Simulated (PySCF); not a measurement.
Compound: C₂H₂.
Geometry (PBE0-D3(BJ)/def2-TZVP, Å), atoms numbered from 1 in this order:
```
atom  x, y, z in Å
C1     0.4860    0.1430    0.6440
C2    -0.4670   -0.1552   -0.0160
H3     1.3337    0.4078    1.2314
H4    -1.3147   -0.4209   -0.6028
```

Computed with PySCF at wB97X-D/pcSseg-2, non-relativistic, on one gas-phase PBE0-D3(BJ)/def2-TZVP geometry that isn't relaxed in the solvent. The solvent is an IEF-PCM continuum (Bondi radii, 1.10 Å for H, scaled by 1.2). Only the electrostatic response of the medium enters.

Gas phase at wB97X-D/pcSseg-2: HOMO -10.37 eV, LUMO 2.60 eV, dipole 0.00 D.

Question: What does the continuum do to the energy, the frontier levels and the dipole at wB97X-D/pcSseg-2 in chloroform?

Answer: 
```tsv
solvent	ε	E(solvent) − E(gas) (kcal/mol)	polarisation term (kcal/mol)	distortion of the solute (kcal/mol)	HOMO (eV)	LUMO (eV)	dipole (D)
chloroform	4.711	-2.37	-2.53	0.16	-10.42	2.61	0.00
```

The first energy column is the sum of the next two and covers electrostatics alone. Charge and dipole vanish, so a point-dipole model would give no lowering at all.

The pairwise dispersion term of wB97X-D wasn't added to the energies; at a given geometry it leaves orbitals and properties as they are.
